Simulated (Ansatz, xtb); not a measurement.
Relative energy of two isomers of BH5N2

Structure a: `BNN`, a singlet. Structure b: `[BH2-]1N[NH2+]1`, a singlet. Both are isolated molecules in the gas phase, relaxed with B3LYP-D3(BJ)/def2-SVP; the shapes shown needn't be the lowest conformers.

a (Å):

```xyz
8

B    -1.1746    1.9833    0.3135
N    -0.1703    1.2967    0.9801
N    -0.2561    0.6347    2.2338
H    -0.9108    2.4869   -0.7508
H    -2.2721    2.0559    0.8140
H     0.7652    1.2145    0.5929
H    -0.5674    1.3086    2.9346
H    -0.9882   -0.0746    2.1759
```

b (Å):

```yaml
atoms:
  - { symbol: B, position_ang: [-0.9178, 1.8726, 0.4664] }
  - { symbol: N, position_ang: [-0.6279, 0.4044, 0.7390] }
  - { symbol: N, position_ang: [-0.7724, 1.2536, 1.9347] }
  - { symbol: H, position_ang: [-2.0508, 2.1649, 0.1627] }
  - { symbol: H, position_ang: [-0.0062, 2.6275, 0.1968] }
  - { symbol: H, position_ang: [0.3676, 0.1830, 0.6717] }
  - { symbol: H, position_ang: [-1.5665, 0.9766, 2.5090] }
  - { symbol: H, position_ang: [0.0640, 1.4374, 2.4862] }
```

Quicker runs give these differences E(b) − E(a): GFN2-xTB +15.5 kcal/mol; HF/STO-3G +13.4 kcal/mol (at GFN2-xTB geometries); r2SCAN-D4/def2-SVP +15.5 kcal/mol (at GFN2-xTB geometries).

Estimate E(b) − E(a) at the level CCSD(T)/def2-TZVPP.

Calculated at CCSD(T)/def2-TZVPP: E(b) − E(a) = +14.5 kcal/mol, so structure a lies lower.

How the difference moves with the method:

```tsv
level	geometry	E(b) − E(a) (kcal/mol)	departure from the last row (kcal/mol)	job, with rough time for the two
GFN2-xTB	GFN2-xTB	+15.5	+1.0	optimisation, 0.084 s
HF/STO-3G	GFN2-xTB	+13.4	−1.1	single point, 0.63 s
r2SCAN-D4/def2-SVP	GFN2-xTB	+15.5	+1.0	single point, 2.7 s
B3LYP-D3(BJ)/def2-SVP	B3LYP-D3(BJ)/def2-SVP	+17.5	+3.0	optimisation, 42 s
HF/def2-TZVPP	B3LYP-D3(BJ)/def2-SVP	+19.9	+5.3	part of the CCSD(T) run
MP2/def2-TZVPP	B3LYP-D3(BJ)/def2-SVP	+13.7	−0.8	part of the CCSD(T) run
CCSD(T)/def2-TZVPP	B3LYP-D3(BJ)/def2-SVP	+14.5		single point, 76 s
```

As drawn, b has 1 B–N more. Structure a has no ring, b a 3-membered ring.

None of the levels shown reverses the order. The largest departure from CCSD(T)/def2-TZVPP is that of HF/def2-TZVPP, 5.3 kcal/mol.

With harmonic frequencies from B3LYP-D3(BJ)/def2-SVP (ideal gas, rigid rotor, one conformer each, 298.15 K, 1 atm): on the last row, ΔE + ΔZPE = +14.9 kcal/mol. A mode under 50 cm⁻¹ makes harmonic enthalpies and free energies unreliable, so none is given.

The correlated steps freeze 3 core orbitals. Run with Ansatz 0.2.0, xtb 6.7.1; the last row on 1 thread of Arm Neoverse V2 on a shared host.
